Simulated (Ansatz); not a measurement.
## Heating and cooling a random packing of Ti₁₃Be₃

A packing of 16 atoms, thrown in at random and pushed apart as soft spheres with like charges further apart (3 Be, 13 Ti) went through Langevin stages in a fixed cell of 15.29 Å³/atom, at one k point, without spin and with a Fermi–Dirac width of kT (0.05 eV at least). Computed with DFT PBE, scalar-relativistic, plane waves, PAW (Ansatz 0.2.0).

```json
{"thermostat (K)": "2710", "duration (fs)": "36", "friction (1/fs)": "0.030", "cutoff (eV)": "320", "mean T (K)": "2034", "mean P (GPa)": "10.6", "mean square displacement (Å²)": "0.10"}
{"thermostat (K)": "2710", "duration (fs)": "375", "friction (1/fs)": "0.030", "cutoff (eV)": "420", "mean T (K)": "2411", "mean P (GPa)": "11.9", "mean square displacement (Å²)": "0.31"}
{"thermostat (K)": "1950", "duration (fs)": "339", "friction (1/fs)": "0.030", "cutoff (eV)": "420", "mean T (K)": "1950", "mean P (GPa)": "10.5", "mean square displacement (Å²)": "0.32"}
{"thermostat (K)": "1080", "duration (fs)": "351", "friction (1/fs)": "0.030", "cutoff (eV)": "420", "mean T (K)": "1036", "mean P (GPa)": "5.8", "mean square displacement (Å²)": "0.21"}
{"thermostat (K)": "300", "duration (fs)": "375", "friction (1/fs)": "0.030", "cutoff (eV)": "420", "mean T (K)": "275", "mean P (GPa)": "3.5", "mean square displacement (Å²)": "0.08"}
```

Means run over the second half of a stage; pressure includes the kinetic part; displacements count from the stage's start, the atoms' common shift taken off. In so short a run the atoms moved about a bond length or less in the hot stages, so this is an annealed packing, not a quenched equilibrium liquid.

Cell and atoms were then relaxed on coarser meshes and computed once more: Settings: cutoff 420 eV, Γ-centred mesh 6×5×5 on the computed 16-atom cell, Gaussian smearing of 0.10 eV; no spin polarisation.

**Question.** What structure is left?

**Answer.** One draw of many: 15.73 Å³/atom with no gap on the mesh, 0.04 eV/atom above the elements' standard states (static lattices, no corrections for gases) (a random packing after short dynamics, relaxed).

Counting as bonded all pairs within 1.3 times the summed covalent radii:

| atom → neighbour | mean count | mean length (Å) | spread (Å) |
| --- | --- | --- | --- |
| Be → Ti | 10.00 | 2.71 | 0.20 |
| Ti → Be | 2.31 | 2.71 | 0.20 |
| Ti → Ti | 13.85 | 3.17 | 0.47 |

Angles between all pairs of such bonds at an atom (mean ± spread): 98 ± 33° at Be, 95 ± 35° at Ti.

```xyz
16
Lattice="5.8789 -0.0790 0.0615 -0.0937 6.4395 -0.2502 0.0731 -0.2488 6.6614" Properties=species:S:1:pos:R:3 pbc="T T T"
Ti    1.8244    0.9613    0.6455
Ti    3.6929   -0.0719    5.3952
Ti    2.1879    1.3324    3.4965
Ti    3.3047    5.7124    1.7204
Ti    5.2579    4.9174   -0.0595
Ti    1.9729    4.4258    3.8186
Ti    3.5061    3.0331    1.7106
Ti    5.1127    1.1890    0.7005
Ti    0.8252    3.3991    1.5917
Ti    3.5395    2.8286    5.4956
Ti    0.7681    2.5563    5.5225
Ti    5.1643    1.4022    3.5371
Ti    4.9626    4.4253    3.6539
Be    2.0187    4.6716    6.4009
Be    0.6199   -0.0566    5.1559
Be    0.5696    5.9236    2.0770
```

The final mesh leaves forces up to 0.16 eV/Å and stresses up to 0.4 GPa: the relaxation ran on a coarser mesh, so the cell's shape, its bonds and its energy belong partly to that mesh.

Cost: 6 runs of about 52 core-minutes in all (earlier runs that led there not counted), on Arm Neoverse V1 (shared hosts).